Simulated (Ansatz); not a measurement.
For zinc-blende InAs, HSE06-D3(BJ) (PAW; Ansatz, an electronic-structure program) gives:

| Property | Value |
|---|---|
| lattice parameter a | 6.024 Å |
| bulk modulus | 65.3 GPa |

Q: What does Hartree–Fock in Ansatz (PAW) give for the same quantities?

A: 
- lattice constant a: 6.175 Å (goes up by 2.5 %)
- bulk modulus: 64.6 GPa (drops by 1.1 %)

For comparison: lattice constant a 6.047 Å (measured, static lattice: zero-point anharmonic expansion removed; as tabulated in Mejia-Rodriguez and Trickey (2018), arXiv:1807.09216); bulk modulus 58.6 GPa (measured, 0 K value with the zero-point phonon effect removed; as tabulated in Mejia-Rodriguez and Trickey (2018), arXiv:1807.09216).

Changes are worked out from the printed values.

Unless a cell is named, each level is at its own relaxed cell (HSE06-D3(BJ) 27.32, Hartree–Fock 29.43 Å³/atom).

Ansatz's density-functional and Hartree–Fock values are scalar-relativistic unless marked +SOC, with PAW data made under PBE.
